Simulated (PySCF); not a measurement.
**`N`, H3N**

Geometry:
| atom | x (Å) | y (Å) | z (Å) |
| --- | --- | --- | --- |
| N1 | 0.051 | 0.039 | 0.290 |
| H2 | 0.962 | -0.155 | -0.125 |
| H3 | -0.578 | -0.660 | -0.103 |
| H4 | -0.245 | 0.927 | -0.115 |

The calculation used GIAO B3LYP/pcSseg-0 magnetisability, rotational g tensor and spin-rotation constants, non-relativistic, gas phase (PySCF 2.14.0). Geometry: PBE0-D3(BJ)/def2-SVP.

Give the nuclear spin-rotation constants along the inertial axes (H = +C I·J) beside the isotropic shieldings.

Rotational constants 291.9503, 291.9304, 190.8436 GHz.
```csv
atom,isotope,Caa (kHz),Cbb (kHz),Ccc (kHz),mean (kHz),σ (ppm)
N1,14N,6.044,6.044,8.171,6.753,262.4
H2,1H,-22.387,-22.386,-22.621,-22.465,33.3
H3,1H,-22.387,-22.385,-22.621,-22.464,33.3
H4,1H,-22.387,-22.386,-22.621,-22.465,33.3
```
Where two moments of inertia are equal or nearly so, the constants along those axes are given as their average.
For the geometry as given, no vibrational averaging.
